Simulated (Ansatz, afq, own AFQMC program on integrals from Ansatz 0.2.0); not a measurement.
BCN, triplet: AFQMC among the cluster methods

```json
{"atom": "B", "x (Å)": "0.4300", "y (Å)": "0.0000", "z (Å)": "0.9871"}
{"atom": "C", "x (Å)": "-0.6448", "y (Å)": "0.0000", "z (Å)": "0.0125"}
{"atom": "N", "x (Å)": "0.2211", "y (Å)": "0.0000", "z (Å)": "-0.7726"}
```

Connectivity, by distances: B–C–N, closed to a ring.

Basis cc-pVDZ. Noble-gas cores (and the filled d shells of Ga–Kr and In–Xe) are frozen. AFQMC by an in-house program on the Cholesky factors that Ansatz 0.2.0 writes for its CCSD(T) run. ph-AFQMC/CISD is guided by a CISD state made of CCSD amplitudes; releasing the constraint for a short imaginary time cuts its bias at the price of noise, slowly where states lie close. Free AFQMC starts from the CCSD state and is never constrained. Its projection time is finite, and what remains of the start isn't in its error. ± is one standard error of the sampling.

Determinant: UHF, the one that the program's search chose, which needn't be the lowest solution. The geometry is a point of a scan.

No full CI on the walks' own integrals is used here; CCSDT(Q) serves as the reference and is uncertain by about the last step of the cluster series.

Cautions: lower spins were not checked; unrestricted determinant slightly spin contaminated (⟨S²⟩ 2.06 against 2.00).

```
T1 diagnostic                               : 0.0282
weight of the determinant in the CISD state : 0.858
⟨S²⟩ of the determinant                     : 2.064
size of the correlated space                : 12 electrons in 39 orbitals
```

| level | correlation energy (eV) |
| --- | --- |
| MP2 | -8.2703 |
| CCSD | -8.7137 |
| CCSD(T) | -9.1419 |

Estimate where phaseless AFQMC with a CISD trial lies against CCSD(T) on the same integrals.

2.4 ± 2.5 kJ/mol below CCSD(T). The gap is under twice the noise, so this walk alone can't tell the two apart.

Reference: CCSDT(Q), correlation energy -9.216 eV. The released energy is read at 2.40 1/Eh (meV from the phaseless value at times in 1/Eh: -21 ± 25 at 0.24, -24 ± 19 at 0.51, -8 ± 22 at 0.99, -47 ± 26 at 1.62, -68 ± 36 at 2.40).

```csv
level,E − E(reference) (kJ/mol),share of correlation (%)
CCSD(T),7.1,99.20
CCSDT,4.6,99.49
ph-AFQMC/CISD,4.7 ± 2.5,99.47
released AFQMC,-1.9 ± 3.5,100.21
free AFQMC,0.9 ± 3.1,99.90
```

Free projections are given only where their last times agree within the noise and don't stop above the reference; a slow remainder of the start can still hide under it. A walk keeps the symmetry of its determinant, which the program's search chose and which needn't be the lowest solution, so a lower state of the same spin and another symmetry isn't excluded. Released energies are given only where the last usable release times agree within the noise; a slower fall can still hide under it.
